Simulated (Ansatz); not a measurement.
## Ansatz (development build ahead of 0.2.0) run

```yaml
crystal:
  periodic: [false, false, false]
  atoms:
    - { symbol: C, position_ang: [0.0, 0.0, 0.0] }
    - { symbol: C, position_ang: [1.16913, 0.675, 0.0] }
    - { symbol: C, position_ang: [2.42487, -0.05, 0.0] }
    - { symbol: C, position_ang: [3.59401, 0.625, 0.0] }
    - { symbol: C, position_ang: [4.22187, 0.9875, -1.25574] }
    - { symbol: C, position_ang: [5.39101, 1.6625, -1.25574] }
    - { symbol: H, position_ang: [0.0, -1.09, 0.0] }
    - { symbol: H, position_ang: [-0.94397, 0.545, 0.0] }
    - { symbol: H, position_ang: [1.16913, 1.765, 0.0] }
    - { symbol: H, position_ang: [2.42487, -1.14, 0.0] }
    - { symbol: H, position_ang: [4.06599, 0.8975, 0.94397] }
    - { symbol: H, position_ang: [3.74989, 0.715, -2.1997] }
    - { symbol: H, position_ang: [5.86299, 1.935, -0.31177] }
    - { symbol: H, position_ang: [5.86299, 1.935, -2.1997] }
basis:
  gaussian: { orbitals: def2-SVP }
magnetization:
  initial_magnetization: 2
hamiltonian:
  xc: pbe0
```

The input is written out in the form of the current development build from the run's settings.

The run gave:

| Item | Value |
| --- | --- |
| Converged | yes |
| Total energy | -232.84209 hartree |
| Spin squared of the determinant | 2.000 |
| Stability test | minimum among restricted orbitals |

Caution: other spin multiplicities may lie lower.
